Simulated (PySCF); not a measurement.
F2H2P2.
Bonds: F1–P2, P2–F3, P2–P4. Hydrogens: H5, H6 on P4.

A GFN2-xTB structure was refined with PBE0-D3(BJ)/def2-SVP geometry optimisation, gas phase in PySCF 2.14.0. Its GFN2-xTB values:

```
coordinate  GFN2-xTB
     F1–P2   1.627 Å
     P2–P4   2.223 Å
     P4–H5   1.376 Å
  F1–P2–F3     94.5°
  F1–P2–P4     96.9°
  P2–P4–H5     89.1°
  H5–P4–H6     93.2°
```

Q: How do these coordinates change at the PBE0-D3(BJ)/def2-SVP level?

A: 
```json
{"coordinate": "P4–H5", "PBE0-D3(BJ)/def2-SVP (Å or °)": "1.432", "change": "+0.056"}
{"coordinate": "P2–P4", "PBE0-D3(BJ)/def2-SVP (Å or °)": "2.239", "change": "+0.016"}
{"coordinate": "F1–P2", "PBE0-D3(BJ)/def2-SVP (Å or °)": "1.614", "change": "-0.013"}
{"coordinate": "F1–P2–F3", "PBE0-D3(BJ)/def2-SVP (Å or °)": "99.0", "change": "+4.5"}
{"coordinate": "P2–P4–H5", "PBE0-D3(BJ)/def2-SVP (Å or °)": "91.2", "change": "+2.1"}
{"coordinate": "F1–P2–P4", "PBE0-D3(BJ)/def2-SVP (Å or °)": "96.0", "change": "-0.9"}
{"coordinate": "H5–P4–H6", "PBE0-D3(BJ)/def2-SVP (Å or °)": "92.4", "change": "-0.8"}
```

The energy falls by 10.0 kJ/mol over 8 energy and gradient evaluations, the largest force component goes from 0.0234 to 2.0e-04 Eh/bohr, and the atoms move by 0.049 Å rms after alignment. The bond that changes most is P4–H5 (three-coordinate phosphorus to P–H hydrogen), which lengthens by 0.056 Å. Bonds longer at the end by more than 0.005 Å: 3 of 5; shorter: 2. Rotational constants go from 6869, 3273, 2618 to 6640, 3344, 2608 MHz.

The run used 74 basis functions and 50 SCF cycles in all.

Stationary, but not proved a minimum. One conformer, not necessarily the lowest.

Shape of the structure used: `[F:1][P:2]([F:3])[PH2:4]`: H–P4–P2–F1 174°, H–P4–P2–F1 81°.
